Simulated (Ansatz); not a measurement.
Property card for Pb₂O

The calculation used DFT PBEsol, scalar-relativistic, plane waves, PAW in Ansatz.

Plane waves to 420 eV, a k mesh through Γ of 8×8×8 on the computed 6-atom cell and Gaussian smearing (0.10 eV); no spin polarisation.

The structure is relaxed at this level of theory with its symmetry kept. Whether it is the stable form of this composition wasn't checked.

Space group Pn-3m:1 (No. 224). a = 5.380 Å, b = 5.380 Å, c = 5.380 Å, α = 90.00°, β = 90.00°, γ = 90.00°
```csv
atom,site,symmetry,x,y,z
Pb,4b,.-3m,0.2500,0.2500,0.2500
O,2a,-43m,0.0000,0.0000,0.0000
```

Question: Formation energy from the elements' standard states (uncorrected)?

Answer: -0.371 eV/atom.

Question: Density of states at the Fermi level?

Answer: 1.15 states/eV per cell.

Question: Löwdin character within 0.5 eV of the Fermi level?

Answer: Pb 6p 73 %, O 2p 20 %.

Question: Bulk modulus?

Answer: 55 GPa.

Question: Its pressure derivative?

Answer: 4.3.

Question: Bader charges (e)?

Answer: Pb (4 in the cell) 0.59, O (2 in the cell) -1.18.

Spin-orbit coupling is left out, which matters for the bands of heavy elements.